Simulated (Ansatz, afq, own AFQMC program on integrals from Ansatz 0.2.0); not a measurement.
Integrals from Ansatz 0.2.0, then the random walk in our own AFQMC program (afq).

```yaml
crystal:
  periodic: [false, false, false]
  atoms:
    - {symbol: B, position_ang: [0.000000, 0.000000, 0.008418]}
    - {symbol: O, position_ang: [0.000000, 0.000000, -1.189543]}
    - {symbol: H, position_ang: [0.000000, 0.000000, 1.181125]}
basis:
  gaussian: {orbitals: cc-pVDZ}
magnetization: {spin_polarized: false}
correlation: {method: ccsd_t, electrons: outside_noble_gas, hamiltonian_folder: ham}
```

```sh
$ ansatz run in.yaml --threads 1 --pin off --events-out ev --progress --plain --max-ram 1382MiB
```

Options of the walk:

```
--method free --trial cisd --walkers 100 --time-step 0.03 --max-blocks 80 --target-error 0.00038 --factor-cut 1e-05 --seed 3840 --times 0,0.21,0.42,0.81,1.2,1.8,2.4,3 --taylor-order 8
```

Times are imaginary, in 1/Eh. The walk had a cap of 512 s.

Output of the walk:

```
orbitals 31  electrons 5 5  factors 229 of 304
reference energy -100.17410513 Eh
CCSD correlation -0.27517461 Eh in 11 cycles, weight of the determinant in the CISD state 0.9024
repeat  energy at the last time / Eh  error
    10  -100.459155  0.002891
    20  -100.459584  0.001786
    30  -100.458782  0.001257
    40  -100.458264  0.001017
    50  -100.458851  0.000916
    60  -100.459047  0.000833
    70  -100.458979  0.000759
    80  -100.459156  0.000738
time / (1/Eh)  energy / Eh  error  mean overlap
  0.00  -100.449086  0.000362  1.1076
  0.21  -100.455021  0.000390  1.1019
  0.42  -100.457021  0.000346  1.1051
  0.81  -100.458531  0.000390  1.0987
  1.20  -100.459190  0.000416  1.0952
  1.80  -100.458549  0.000528  1.1097
  2.40  -100.459166  0.000580  1.1105
  3.00  -100.459156  0.000738  1.1353
energy -100.459156 +/- 0.000738 Eh
```

The run passed its tests (error under three times the target), which doesn't prove that it has relaxed.

Against this walk (error 20.1 meV) on the same determinant: CCSD(T) 23.2 meV higher (within the noise), CCSDT(Q) 19.3 meV lower (within the noise). The error is statistical, and a free projection of finite length keeps a remainder of its start.

Cautions: remainder of the start not in the error; error above the target (20.1 against 10.3 meV); higher spins were not checked; raised T1 diagnostic (T1 0.022, weight of the determinant 0.90, largest double 0.06).

The walk took 120 s on 1 thread of Arm Neoverse V1, with other jobs on the host. The log's last line is the free-projection energy.

CCSDT and higher add their correlation energy to the determinant of the CCSD(T) run, since their own runs factorise the integrals more tightly (a shift of under 2 meV). A walk keeps the symmetry of its determinant, which the program's search chose and which needn't be the lowest solution, so a lower state of the same spin and another symmetry isn't excluded.
